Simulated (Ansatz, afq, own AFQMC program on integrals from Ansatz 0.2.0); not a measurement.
AFQMC on a folder of integrals that Ansatz 0.2.0 wrote.

```yaml
crystal:
  periodic: [false, false, false]
  atoms:
    - {symbol: Cl, position_ang: [-0.811858, 0.000000, 0.000000]}
    - {symbol: H, position_ang: [0.466942, 0.000000, 0.000000]}
    - {symbol: C, position_ang: [1.883142, 0.000000, 0.000000]}
    - {symbol: H, position_ang: [1.883142, -1.080023, 0.000000]}
    - {symbol: H, position_ang: [1.883142, 0.540011, 0.935327]}
    - {symbol: H, position_ang: [1.883142, 0.540012, -0.935327]}
basis:
  gaussian: {orbitals: cc-pVTZ}
magnetization: {spin_polarized: true, initial_magnetization: 1}
correlation: {method: ccsd_t, electrons: outside_noble_gas, hamiltonian_folder: ham}
```

```sh
$ ansatz run in.yaml --threads 1 --pin off --events-out ev --progress --plain --max-ram 16896MiB --backend cuda --devices 0, --max-vram 18GiB
```

afq runs on the folder ham with

```
--method phaseless --trial cisd --walkers 600 --populations 10 --least-time 60 --time-step 0.005 --steps-per-block 50 --equilibration-blocks 28 --max-blocks 4000 --target-error 0.00023 --factor-cut 1e-05 --start spin_pure --seed 4614 --release-times 0.24,0.51,0.99,1.5 --release-step 0.03 --release-every 4 --taylor-order 6
```

Times are imaginary, in 1/Eh. The walk had a cap of 240 s. With eight or more populations the least sampling time is a fifth of least-time, and the error comes from their spread.

Log:

```
orbitals 114  electrons 8 7  factors 668 of 672
reference energy -499.65238370 Eh
CCSD correlation -0.41491967 Eh in 10 cycles, weight of the determinant in the CISD state 0.8620
energy of the start -500.065975 Eh
 block  time / (1/Eh)  mean weight  energy / Eh
     1     0.250  0.9991  -500.059872
     2     0.500  1.0007  -500.066430
     3     0.750  0.9984  -500.072914
     4     1.000  0.9997  -500.076631
     5     1.250  0.9996  -500.079635
     7     1.750  0.9992  -500.082103
     9     2.250  0.9986  -500.083455
    13     3.250  1.0009  -500.080720
    19     4.750  0.9998  -500.081682
    25     6.250  1.0018  -500.081405
    31     7.750  0.9990  -500.082355
    37     9.250  0.9996  -500.081337
    43    10.750  1.0005  -500.081596
    49    12.250  0.9985  -500.080765
    55    13.750  0.9991  -500.084283
    61    15.250  1.0010  -500.081883
    67    16.750  0.9998  -500.080493
    73    18.250  1.0001  -500.084143
    76    19.000  1.0005  -500.080120
    79    19.750  1.0002  -500.081094
    85    21.250  0.9991  -500.085336
    91    22.750  0.9999  -500.085505
    97    24.250  1.0005  -500.085638
   103    25.750  1.0003  -500.082597
   109    27.250  1.0005  -500.081778
   115    28.750  1.0005  -500.086404
   121    30.250  0.9991  -500.083776
   127    31.750  1.0009  -500.080816
   133    33.250  0.9996  -500.083272
   139    34.750  0.9991  -500.083913
   145    36.250  0.9995  -500.081780
   148    37.000  1.0004  -500.082326
error from the spread of 10 populations
released: time / (1/Eh)  energy / Eh  error  mean overlap
  0.24  -500.083407  0.000109  0.9962
  0.51  -500.083562  0.000141  0.9867
  0.99  -500.083277  0.000217  0.9882
  1.50  -500.083077  0.000444  0.9888
energy -500.082764 +/- 0.000224 Eh
(rows thinned)
```

The run passed its tests (sampling time, drift between the halves within three errors, error under three times the target), which doesn't prove that it has relaxed.

Against this walk (error 6.1 meV) on the same determinant: CCSD(T) 24.5 meV higher. The error is statistical and leaves out the bias of the constraint. Released to 1.50 1/Eh the energy moves by -9 ± 14 meV (both errors), within twice the noise.

Cautions: constraint bias not in the error.

The walk took 2.2 min on 1 × NVIDIA H100 80GB HBM3 with 2 threads of AMD EPYC 7R13 Processor (Zen 3), with other jobs on the host (the card was shared). The log's last line is the phaseless energy.

A walk keeps the symmetry of its determinant, which the program's search chose and which needn't be the lowest solution, so a lower state of the same spin and another symmetry isn't excluded.
